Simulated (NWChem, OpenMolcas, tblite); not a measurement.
**A ladder of methods for C2H2F4 (norflurane)**

The species is C2H2F4 (8 atoms), meant as a singlet with charge 0. SMILES: `FCC(F)(F)F`. The coordinates come from a PBE0-D4/def2-TZVP relaxation.

```jsonl
{"atom": "F", "x (Å)": "-0.2246", "y (Å)": "-1.5065", "z (Å)": "0.9152"}
{"atom": "C", "x (Å)": "-0.2112", "y (Å)": "-0.7378", "z (Å)": "-0.2117"}
{"atom": "C", "x (Å)": "0.2112", "y (Å)": "0.6743", "z (Å)": "0.1355"}
{"atom": "F", "x (Å)": "1.4344", "y (Å)": "0.7113", "z (Å)": "0.6624"}
{"atom": "F", "x (Å)": "0.2171", "y (Å)": "1.4118", "z (Å)": "-0.9821"}
{"atom": "F", "x (Å)": "-0.6246", "y (Å)": "1.2436", "z (Å)": "1.0029"}
{"atom": "H", "x (Å)": "0.5020", "y (Å)": "-1.1486", "z (Å)": "-0.9301"}
{"atom": "H", "x (Å)": "-1.2123", "y (Å)": "-0.7051", "z (Å)": "-0.6479"}
```

Quantity: the vertical ionisation energy (to the doublet cation), in eV. The values are calculated.

| level | kind | program | value (eV) | CPU time (all runs) |
| --- | --- | --- | --- | --- |
| GFN2-xTB | semi-empirical | tblite | 17.25 | under 2 s |
| HF/cc-pVDZ | Hartree–Fock | OpenMolcas | 13.39 | 51 s |
| SVWN5/cc-pVDZ | LDA | OpenMolcas | 12.21 | 90 s |
| BLYP/cc-pVDZ | GGA | OpenMolcas | 11.89 | 2.5 min |
| r2SCAN/cc-pVDZ | meta-GGA | OpenMolcas | 12.43 | 3.8 min |
| M06-2X/cc-pVDZ | hybrid meta-GGA | OpenMolcas | 13.29 | 3.1 min |
| CAM-B3LYP/cc-pVDZ | range-separated hybrid | NWChem | 13.03 | 2.6 min |
| wB97X/cc-pVDZ | range-separated hybrid | NWChem | 13.05 | 2.7 min |
| B2PLYP/cc-pVDZ | double hybrid | NWChem | 12.89 | 58 s |

The values span 11.89 to 17.25 eV. The xTB values lack the empirical shift that such differences need. CPU times are rough (shared hosts, several kinds of processor): they show what a rung costs within a factor of a few.
